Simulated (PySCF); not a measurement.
# The bond of SiP, level by level

One table from this session's results is given with a row withheld; the runs are named, their logs left out.

Computed with PySCF 2.14.0. Level: Si def2-SVP, P def2-SVP, no relativity.

The first run:

A driver script around PySCF takes these settings:

```json
{
  "atoms": "Si, P",
  "charge": "0",
  "basis": "Si def2-SVP, P def2-SVP",
  "Hamiltonian": "no relativity",
  "basis functions": "36",
  "electrons treated": "29",
  "masses in u": "27.9769, 30.9738",
  "levels": "PBE0, PBE, r²SCAN, r²SCANh, B3LYP, BHandHLYP, HF, MP2, SCS-MP2, CCSD, CCSD(T)",
  "grid": "80 radial by 434 angular points",
  "occupations": "held fixed by the projection of orbital angular momentum",
  "dissociation limit": "Si + P, each in its ground configuration",
  "starting distance in angstrom": "2.180",
  "values of 2S to try": "1, 3, 5"
}
```

Command:

```bash
$ OMP_NUM_THREADS=1 python dia.py task.json out
```

Steps of the session up to this table: Input; The PBE0 curve of the state that the search chose; Excited determinants; PBE (GGA); r²SCAN; r²SCANh (hybrid meta-GGA); B3LYP (global hybrid GGA); BHandHLYP (global hybrid GGA); ROHF (mean field); Correlated methods on the Hartree–Fock reference.

One of the session's tables, all rows but one given; the rest of the session is left out.

Energy (eV) from each level's lowest point:

| R (Å) | ROHF | ROHF-MP2 | ROHF-SCS-MP2 | ROHF-CCSD | ROHF-CCSD(T) |
| --- | --- | --- | --- | --- | --- |
| 1.790 | 1.257 | 1.472 | 1.466 | n/a | n/a |
| 1.873 | 0.504 | 0.667 | 0.663 | 0.664 | 0.718 |
| 1.956 | 0.114 | 0.217 | 0.215 | 0.215 | 0.249 |
| 2.019 | 0.000 | 0.052 | 0.051 | 0.051 | 0.069 |
| 2.081 | 0.002 | 0.000 | 0.000 | 0.000 | 0.000 |
| 2.143 | 0.095 | 0.035 | 0.035 | 0.035 | 0.016 |
| 2.227 | 0.322 | 0.182 | 0.181 | 0.180 | 0.133 |
| 2.331 | ? | ? | ? | ? | ? |
| 2.456 | 1.287 | 0.917 | 0.904 | 0.884 | 0.755 |
| 2.622 | 2.102 | 1.548 | 1.522 | n/a | n/a |

Q: Estimate the row for R (Å) = 2.331 from the others.

Worked estimate for «ROHF». A straight line through the neighbours (2.227, 0.322) and (2.456, 1.287) gives 0.322 + (1.287 − 0.322) × (2.331 − 2.227) / (2.456 − 2.227) = 0.760; a parabola fitted to 4 rows on both sides gives 0.733.

The run gave: ROHF: 0.718; ROHF-MP2: 0.475; ROHF-SCS-MP2: 0.471; ROHF-CCSD: 0.465; ROHF-CCSD(T): 0.381. In «ROHF» the line misses by +0.042 and the parabola by +0.015.

State 2 has its PBE0 minimum 0.13 eV higher. State 3 has its PBE0 minimum 1.70 eV higher. The other levels ran on the lowest alone.
